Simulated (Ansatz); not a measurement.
## Al: from a trial structure to a relaxed crystal

Level of theory: Ansatz, DFT PBEsol, scalar-relativistic, plane waves, PAW. Cutoff 420 eV, Γ-centred k mesh, Gaussian smearing, no spin polarisation in the final step.

Al was placed on the beta-tungsten (A15) structure type (Pm-3n, No. 223), at a guessed volume.

```xyz
8
Lattice="5.1115 0.0000 0.0000 0.0000 5.1115 0.0000 0.0000 0.0000 5.1115" Properties=species:S:1:pos:R:3 pbc="T T T"
Al    2.5558    2.5558    2.5558
Al    0.0000    0.0000    0.0000
Al    1.2779    0.0000    2.5558
Al    2.5558    1.2779    0.0000
Al    2.5558    3.8336    0.0000
Al    3.8336    0.0000    2.5558
Al    0.0000    2.5558    3.8336
Al    0.0000    2.5558    1.2779
```

Cell and atoms relax at zero pressure; the relaxation can't lower the symmetry of the start.

Energies count from the standard state of Al at the same level.

Task: Describe the relaxed structure.

Result: It keeps Pm-3n (No. 223). The result has the beta-tungsten (A15) structure. Conventional cell: a = 5.100 Å. Al on Wyckoff site a (2 atoms of the primitive cell) is coordinated by 12 Al at 2.85 Å; around Al on Wyckoff site c (6 atoms of the primitive cell) lie 2 Al at 2.55 Å, 4 Al at 2.85 Å and 8 Al at 3.12 Å.

Space group Pm-3n (No. 223). a = 5.100 Å, b = 5.100 Å, c = 5.100 Å, α = 90.00°, β = 90.00°, γ = 90.00°
```csv
atom,site,symmetry,x,y,z
Al,2a,m-3.,0.5000,0.5000,0.5000
Al,6c,-4m.2,0.2500,0.0000,0.5000
```

Task: What are its volume, energy, density and gap?

Result: The volume per atom is 16.58 Å³ and the density is 2.70 g/cm³. The energy over the standard structure is 0.08 eV/atom. The gap on the 8×8×8 mesh is 0 eV (a metal).

The final run used a 8×8×8 mesh on its 8-atom cell and 0.10 eV smearing. For metals, differences of a few meV/atom aren't resolved. A structure relaxed within its symmetry needn't be a true minimum. The steps took about 13 core-seconds in all.